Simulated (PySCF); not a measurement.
Gas-phase reaction: SiCl + 3 F + 2 SiCl4 ⇌ 3 SiCl3F

Computed with PySCF (xtb for GFN2) and rigid-rotor harmonic-oscillator thermochemistry at 1 bar. † marks an energy on the PBE0/def2-TZVP geometry and frequencies; other levels use their own. CCSD(T) freezes the core. Open shells (unrestricted): SiCl (multiplicity 2), F (multiplicity 2); the rest are closed-shell singlets. GFN2 has no spin-polarisation term. Spin-orbit splitting is ignored; it lowers the true energy and changes the entropy of SiCl, F. B3LYP is the form with VWN-RPA correlation. CCSD(T) isn't extrapolated to the basis-set limit.

BLYP/def2-TZVP† gives ΔH°(298 K) = -1692 kJ.

Task: What do B3LYP/def2-TZVP†, CCSD(T)/def2-SVP†, GFN2-xTB give?

Result: B3LYP/def2-TZVP†: -1688 kJ; CCSD(T)/def2-SVP†: -1579 kJ; GFN2-xTB: -1554 kJ. For scale, ΔH°(298 K) is -1692 kJ at this level, -1732 kJ at ωB97M-V/def2-TZVP†, and runs from -1994 to -1283 kJ over the 20 levels computed.
